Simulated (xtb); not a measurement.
xtb input:

```bash
xtb mol.xyz --gfn 2 --ohess tight --chrg 0 --uhf 0
```
mol.xyz:
```
3

N     -0.00128870    -0.02001123    -1.19871225
N      0.03604266    -0.01901000     0.03261753
O      0.03496323    -0.02569421     1.17477207
```

### Question
What final total energy does it print?

### Answer
-9.84493 Eh (GFN2-xTB).
